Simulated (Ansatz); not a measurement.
Compare A (`C#CN(C)CN`) with its isomer B (`C/N=C\C=N\C`).

Gas-phase electronic energies from Ansatz, PBE0-D4/def2-TZVP geometries. CBS: MP2 limit from def2 TZ/QZ plus the TZ coupled-cluster correction, frozen cores. Functionals use def2-TZVPP. B3LYP here is the variant with VWN-RPA as its local correlation; programs differ in this. One conformer a species, not always the lowest.

(1) Which isomer does CCSD(T)/CBS put lower? Give the gap. (Estimate.)

(2) Give E(B) − E(A) in kcal/mol with ωB97M-V, PBE-D4, CCSD(T)/def2-TZVPP, MP2/def2-TZVPP, r2SCAN-D4, CCSD/def2-TZVPP, B3LYP-D4. (Estimate.)

Largest T1 diagnostic: 0.012.

Answers

(1) The calculation gave: B, by 20.7 kcal/mol.

(2) Ansatz gave: ωB97M-V -20.1, PBE-D4 -24.1, CCSD(T)/def2-TZVPP -22.0, MP2/def2-TZVPP -18.0, r2SCAN-D4 -23.2, CCSD/def2-TZVPP -21.3, B3LYP-D4 -23.1. None reverses the order clearly.

The D4 term adds +0.9 kcal/mol with B3LYP and +0.5 kcal/mol with PBE0; it sums over pairs of atoms, weighted by their polarisabilities, and B3LYP, whose exchange is more repulsive, gets the larger term. From PBE to PBE0 (25 % exact exchange), in def2-TZVPP and without D4, E(B) − E(A) moves by +2.2 kcal/mol.
